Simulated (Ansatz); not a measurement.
Band gap (eV) of solids drawn from the class of layered crystals, at two levels: PBE in Ansatz (PAW), and PBEsol (Ansatz, a program for electronic structure, PAW).

PBE values are at the measured cell, PBEsol values at the measured cell.

```
solid                                                                              PBE  PBEsol  shift (eV)
--------------------------------------------------------------------------------  ----  ------  ----------
1T (CdI2-type) MgI2                                                               3.49    3.43       -0.06
rhombohedral A7 Bi                                                                0.00    0.00        0.00
1T (CdI2-type) TiSe2 (undistorted form, which takes a superstructure on cooling)  0.00    0.00        0.00
1T (CdI2-type) CdI2                                                               2.35    2.27       -0.08
tetradymite Bi2Te3                                                                0.29    0.24       -0.05
1T (CdI2-type) SnSe2                                                              0.53    0.45       -0.08
rhombohedral A7 Sb                                                                0.00    0.00        0.00
hexagonal BN                                                                      4.24    4.13       -0.11
1T (CdI2-type) PbI2                                                               2.22    2.12       -0.10
```

The shifts run from -0.11 eV to 0.00 eV, with a median of -0.06 eV.

Over all 9 rows PBEsol is the larger in 0.

Ansatz's runs of these crystals have no spin polarisation.

Spin–orbit coupling is included only where a level's name says +SOC; with heavier elements it mostly lowers gaps and can invert bands. A gap of zero means that the bands touch or overlap. Density-functional gaps are differences of (generalised) Kohn–Sham levels. Ansatz's density-functional and Hartree–Fock values are scalar-relativistic unless marked +SOC, with PAW data made under PBE.
